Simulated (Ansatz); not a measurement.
## Tl (hcp): energy against volume

Method: DFT, LDA (PW92), plane waves (420 eV) with PAW, scalar-relativistic in Ansatz 0.2.0. (PAW data from PBE, frozen cores regenerated.)

The cell is scaled uniformly from the relaxed one, with fractional coordinates and shape fixed. Energies are extrapolated to zero smearing, pressures are those at the given smearing. Magnetic state: spin not included.

A Birch-Murnaghan fit gives V₀ = 27.26 Å³/atom, B₀ = 43 GPa, B₀′ = 5.4.

What are the energy above the minimum and the pressure at 25.087 Å³/atom?

27.8 meV/atom and 4.52 GPa as computed.

What are the energy above the minimum and the pressure at 29.450 Å³/atom?

20.1 meV/atom and -2.66 GPa as computed.

What are the energy above the minimum and the pressure at 30.540 Å³/atom?

41.7 meV/atom and -3.56 GPa as computed.
